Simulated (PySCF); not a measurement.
**PN₂⁻, singlet: structure and spectrum**

Method: PySCF, PBE0, basis P def2-TZVPD, N def2-TZVPD (no relativity, density fitting).

The structure is a minimum.

Z-matrix (Å, degrees; charge -1 multiplicity 1):
```
P
N  1 1.5114
N  1 1.5114 2 180.00
```

```
Point group                                                                   : D∞h
Bond lengths                                                                  : P–N 1.511 Å (×2)
Bond angles                                                                   : N–P–N 180.0°
Enthalpy at 298.15 K above 0 K                                                : 10.96 kJ/mol
Principal polarisabilities                                                    : 37.6, 37.6, 68.9 bohr³
Highest occupied level                                                        : -1.40 eV
Principal quadrupole moments (Buckingham, traceless) about the centre of mass : -17.51, 8.76, 8.76 D Å
Heat capacity Cp at 298.15 K                                                  : 44.8 J/(mol K)
Entropy at 298.15 K and 1 bar                                                 : 229.8 J/(mol K)
Lowest empty level                                                            : 3.25 eV
Rotational constants                                                          : 0.2635 cm⁻¹
Dipole moment about the centre of mass                                        : 0.00 D
Zero-point energy                                                             : 18.5 kJ/mol
Rotational symmetry number                                                    : 2
```

Harmonic modes (masses in u: P 30.974, N 14.003):
```tsv
symmetry	ω (cm⁻¹)	IR (km/mol, summed over degenerate members)	μ (u)
πu	303	34.5	18.93
σg+	1059	0.0	14.00
σu+	1435	92.8	18.93
```

In D∞h the vibrations span πu + σg+ + σu+. The σg+ mode carries no infrared intensity, as symmetry demands. With a centre of inversion only u modes can be infrared active and only g modes Raman active.

Charges (e); Mulliken and Löwdin values are unreliable with diffuse functions:
```json
{"atom": "P1", "Mulliken": "0.00", "Löwdin": "0.12", "polar tensor": "0.21", "Mayer order to P1": "–"}
{"atom": "N2,3", "Mulliken": "-0.50", "Löwdin": "-0.56", "polar tensor": "-0.60", "Mayer order to P1": "2.31"}
```
Other Mayer orders above 0.3: N–N 0.42.

Mulliken populations on P1: s 5.13, p 8.96, d 0.86, f 0.05.

Counting electrons, phosphorus keeps none of its valence electrons outside its bonds, so the VSEPR class is AX2 and the expected shape is linear (D∞h), as computed.

This need not be the most stable arrangement of these atoms. The lowest empty level of this anion is unbound, so it and the gap depend on the basis.

The final relaxation and frequency run took about 26 core-seconds on a shared host.
